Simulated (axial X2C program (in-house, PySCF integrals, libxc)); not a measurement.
## HCl⁻: properties at the nuclei

Calculated with an axial X2C code built on PySCF integrals: two-component X2C with atomic mean-field Coulomb and Gaunt terms, Gaussian nuclei, basis Cl dyall-av3z, H dyall-av3z with contracted cores.

R = 1.320 Å (near the PBE0 minimum at charge -1 of the determinant lowest at the starting distance; the state shown can have its own minimum elsewhere).

Determinant lowest in the PBE0 search, Ω = 1/2 (⟨Sz⟩ = 0.50, ⟨Lz⟩ = 0.00 at PBE0), spin on the atoms Cl -0.57, H 1.07:

```tsv
level	Eeff magnitude (GV/cm)	Ws magnitude Cl (kHz)	A∥/gI Cl (MHz)	qzz Cl (a.u.)	A∥/gI H (MHz)	qzz H (a.u.)
PBE0	0.0714	0.056	237	3.27	6.94	0.22
HF	0.0473	0.0369	153	3.50	0.00725	0.22
PBE50	0.0632	0.0495	208	3.33	4.06	0.22
B3LYP	0.0881	0.0692	305	3.28	9.35	0.22
r2SCAN	0.097	0.0758	290	3.13	11.5	0.22
```

Determinant 1.96 eV from it at PBE0 and this distance, Ω = 3/2 (⟨Sz⟩ = 0.50, ⟨Lz⟩ = 1.00 at PBE0), spin on the atoms Cl 0.54, H -0.04:

```csv
level,Eeff magnitude (GV/cm),Ws magnitude Cl (kHz),A∥/gI Cl (MHz),qzz Cl (a.u.),A∥/gI H (MHz),qzz H (a.u.)
PBE0,9.53e-06,7.05e-06,25.3,3.93,0.378,0.24
HF,0.00124,0.000325,30.2,4.07,0.293,0.24
PBE50,0.000183,5.31e-05,26.4,3.95,0.366,0.24
B3LYP,0.000951,0.000229,28.6,4.04,0.427,0.23
r2SCAN,0.000474,0.000116,30.4,3.90,0.355,0.24
```

Eeff is the effective electric field on the electron electric dipole moment in this Ω state and Ws the scalar–pseudoscalar constant of the nucleus named (defined with the proton number Z and per Ω); A∥ (defined per Ω) follows by multiplying with gI = μI/(I μN); qzz is the electric field gradient, eQq0 = 234.96 MHz × Q/barn × qzz. The operators were transformed with the bare-nucleus X2C matrices; with these basis sets, hyperfine constants and field gradients can be off by tens of per cent, and where levels differ in sign neither size nor sign is settled.

(1) With gI(35Cl) = 0.5479, Q(35Cl) = -0.08112 barn (g factors from the IAEA table of nuclear moments by Stone; Q from Pyykkö, Mol. Phys. 2018), turn the PBE0 values of the first state into constants in MHz.

Each state is one determinant with collinear spin. Unrestricted Hartree–Fock can overshoot spin polarisation at the nuclei. In the state Ω = 3/2 the sign of Eeff differs between levels (HF, PBE50 against PBE0). For an anion, determinants above electron detachment, or with a positive highest level, are held by the basis set. Where Eeff spreads by more than a factor of two the levels disagree and none is to be relied on. In the state Ω = 1/2 the atomic spins oppose each other (-0.57, 1.07): a broken-symmetry determinant whose values are not spin-projected. The search compared states at one distance, so a state with another bond length can lie lower. The sign of Ws at Cl differs between levels in the second state. Where a field gradient or hyperfine factor spreads by more than a factor of two over the levels, a constant derived from it is not to be relied on. PBE0 term energies can be off by some tenths of an eV.

Results:

(1) A∥(35Cl) = 237 × 0.5479 = 130 MHz; eQq0(35Cl) = 234.96 × (-0.08112) × (3.27) = -62.3 MHz.
